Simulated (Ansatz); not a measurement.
System: C₂H₃O₂ (charge 0, doublet). It need not be the lowest isomer of its formula. 
Coordinates optimised at B3LYP-D3(BJ)/def2-TZVP (Ansatz, a quantum-chemistry and plane-wave program):
```xyz
7

C     -0.9614    -0.0741     0.0045
O     -0.8574    -1.2555    -0.0092
O     -0.0521     0.8706     0.0100
C      1.3414     0.4223    -0.0028
H      1.9343     1.3307     0.0041
H      1.5358    -0.1804     0.8822
H      1.5258    -0.1605    -0.9030
```
Charge 0, spin multiplicity 2.

Total electronic energies in hartree. Cores are frozen in the correlated levels unless marked. Open shells are spin-unrestricted. No spin-orbit coupling. No relativistic terms. CBS(X,Y): correlation extrapolated as X^-3; Hartree-Fock from the larger set. The bracket is a focal-point correction in the basis named.

```csv
level,program,energy (Eh)
HF/STO-3G,Ansatz,-224.16934
HF/aug-cc-pVDZ,Ansatz,-227.18819
HF/cc-pVDZ,Ansatz,-227.17299
RI-HF/cc-pVQZ,Ansatz,-227.25928
BLYP-D4/def2-TZVPD,Ansatz + dftd4,-228.45901
PBE0-D3(BJ)/def2-TZVPD,Ansatz + dftd3,-228.24416
PBE0-D4/def2-TZVPD,Ansatz + dftd4,-228.24397
BHLYP-D3(BJ)/def2-TZVPD,Ansatz + dftd3,-228.37551
BHLYP/def2-TZVPD,Ansatz,-228.37100
HSE06-D3(BJ)/def2-TZVPD,Ansatz + dftd3,-228.23239
HSE06/def2-TZVPD,Ansatz,-228.23035
CAM-B3LYP-D4/def2-TZVPD,Ansatz + dftd4,-228.40961
CAM-B3LYP/def2-TZVPD,Ansatz,-228.40691
RI-MP2/cc-pVTZ,Ansatz,-228.00979
"RI-MP2/CBS(cc-pVTZ,cc-pVQZ)+[CCSD(T)-MP2]/cc-pVTZ",Ansatz,-228.1734
```

Totals of different functionals don't rank their quality; only differences between species are comparable.
